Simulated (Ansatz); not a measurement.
# CHOSi (quartet): from Hartree-Fock to the top rungs, def2-QZVPP

The task here is to estimate one member of a computed series from the others.

Program: Ansatz 0.2.0, Gaussian basis. Level of theory: def2-QZVPP, core rule «outside noble gas», up to 7 orbitals frozen. These are calculated values, not measurements.

The runs, in order: UHF; ROHF; CCSD(T) on UHF.

## What is computed

The geometry is a PBE0/def2-TZVP stationary point (not a proven minimum).

4 atoms, charge 0, spin multiplicity 4.

Atoms are counted from 1 here; the program's logs count them from 0.

Bond lengths: C1–O2 1.268 Å, O2–Si3 1.699 Å, Si3–H4 1.496 Å. Angles: C1–O2–Si3 139.4°, O2–Si3–H4 117.6°.

The first run:

in.yaml

```yaml
crystal:
  periodic: [false, false, false]
  atoms:
    - {symbol: C, position_ang: [0.000000, 0.333035, 1.722367]}
    - {symbol: O, position_ang: [0.000000, -0.312160, 0.630489]}
    - {symbol: Si, position_ang: [0.000000, -0.015246, -1.042169]}
    - {symbol: H, position_ang: [0.000000, 1.411369, -1.492570]}
basis:
  gaussian: {orbitals: "def2-QZVPP.json"}
magnetization: {spin_polarized: true, initial_magnetization: 3}
hamiltonian: {xc: hf}
output: {orbitals: {seedname: orbitals}}
```

Launch:

```console
$ ansatz run in.yaml --threads 1 --pin off --events-out ev --progress --plain --max-ram 2393MiB
```

Among the steps run: UHF; ROHF; CCSD(T) on UHF.

One of the session's tables, all rows but one given; the rest of the session is left out.

| method | from UCCSD(T) (meV) |
| --- | --- |
| ROHF | +13359.7 |
| UHF | +13165.7 |
| UMP2 | ? |
| UCCSD | +580.4 |
| UCCSD(T) | 0 |

**Question.** Estimate the row for UMP2.

As computed: from UCCSD(T) (meV): +1206.0. In the column «from UCCSD(T) (meV)» it lies between UCCSD (+580.4) and UHF (+13165.7).
